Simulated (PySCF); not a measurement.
# Nitrogen: a sound run and one with changed settings

Sound run: N [He] 2s2 2p3, N⁺ [He] 2s2 2p2. Computed with PySCF 2.14 in pcseg-2, with the non-relativistic Hamiltonian (point nucleus). The sound run starts from symmetry-adapted Hartree-Fock orbitals and uses a fine grid where one is needed.

A second run was set up differently.

```csv
species,method,sound run (hartree),changed run (hartree),converged
N,UHF,-54.39880,-54.39873,no
N,LDA,-54.13165,-54.12907,no
N,M06-L,-54.59766,-54.59593,no
N⁺,UHF,-53.88813,-53.88813,no
N⁺,LDA,-53.58015,-53.58000,no
N⁺,M06-L,-54.05790,-54.02701,no
```

Task: What was changed?
A. basis contracted for another Hamiltonian
B. level shift left on
C. too few SCF iterations
D. minimal basis

Result: B. It used initial guess 1e, at most 50 SCF cycles, level shift 10.0 hartree. A level shift slows the SCF but leaves a converged energy unchanged.
